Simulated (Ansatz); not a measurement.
## C4H6F2, SMILES FCC1(F)CC1: a geometry optimisation

Run with the Python package of Ansatz (0.2.0).

The script, `opt_c4h6f2.py`:
```python
# -*- coding: utf-8 -*-
'''Relax the C4H6F2 molecule.'''

import argparse
import itertools
import warnings

import ansatz
from ase.data import atomic_numbers, covalent_radii
import numpy as np
from rdkit import Chem
from rdkit.Chem import AllChem

parser = argparse.ArgumentParser(description='Relax the C4H6F2 molecule.')
parser.add_argument('--basis-set', default='cc-pVDZ', help='Gaussian basis set')
parser.add_argument('--xc', required=True, help='exchange-correlation functional')
args = parser.parse_args()

warnings.simplefilter('ignore', ansatz.DeckWarning)

# start geometry from RDKit
rd = Chem.AddHs(Chem.MolFromSmiles('FCC1(F)CC1'))
AllChem.EmbedMolecule(rd, randomSeed=559)
AllChem.UFFOptimizeMolecule(rd)
c4h6f2 = ansatz.Crystal.molecule()
for atom, xyz in zip(rd.GetAtoms(), rd.GetConformer().GetPositions()):
    c4h6f2 = c4h6f2.atom(atom.GetSymbol(), xyz.round(5).tolist())

base = (
    c4h6f2.calculation()
    .basis(gaussian=args.basis_set)
    .functional(args.xc)
)
symbols = [site.symbol for site in c4h6f2.cartesian_sites]
start = np.array([site.position_ang for site in c4h6f2.cartesian_sites], dtype=float)
rep = base.relax(force_tolerance=0.005).run(threads=1).report
end = np.array(rep['positions_ang'])

print('reference energy %16.6f eV' % rep['reference_energy_ev'])
print('total energy     %16.6f eV' % rep['free_energy_ev'])
print('occupied orbitals outside the frozen core (up, down):', rep['n_occupied'], ' frozen:', rep['n_frozen'], ' virtual:', rep['n_virtual'])

# pairs closer than 1.2 times the sum of covalent radii, before or after
radius = [covalent_radii[atomic_numbers[s]] for s in symbols]
span = lambda where, i, j: np.linalg.norm(where[i] - where[j])
bonded = [(i, j) for i, j in itertools.combinations(range(len(symbols)), 2) if min(span(start, i, j), span(end, i, j)) < 1.2 * (radius[i] + radius[j])]
print('pair        before    after (A)')
for i, j in bonded:
    print(f'{symbols[i]}{i}-{symbols[j]}{j}'.ljust(10), f'{span(start, i, j):8.4f} {span(end, i, j):8.4f}')
```

```console
$ python opt_c4h6f2.py --xc pbe0
reference energy     -9668.717446 eV
total energy         -9668.717446 eV
occupied orbitals outside the frozen core (up, down): [24, 24]  frozen: 0  virtual: [90, 90]
pair        before    after (A)
F0-C1        1.3821   1.3815
C1-C2        1.5273   1.4898
C1-H6        1.1114   1.1020
C1-H7        1.1097   1.1024
C2-F3        1.3838   1.3722
C2-C4        1.5181   1.4940
C2-C5        1.5181   1.4901
C4-C5        1.5257   1.5140
C4-H8        1.1106   1.0911
C4-H9        1.1110   1.0921
C5-H10       1.1110   1.0916
C5-H11       1.1106   1.0910
```

Reading the output:
- Total energies depend on the basis set; only differences at equal settings carry meaning.
- The end point is the stationary point reached from this start; no frequency run checks that it is a minimum, and the basis set is modest.
- Wall time of the script: 55 s on 1 thread of Arm Neoverse V1, on a shared host, peak memory 0.38 GiB.
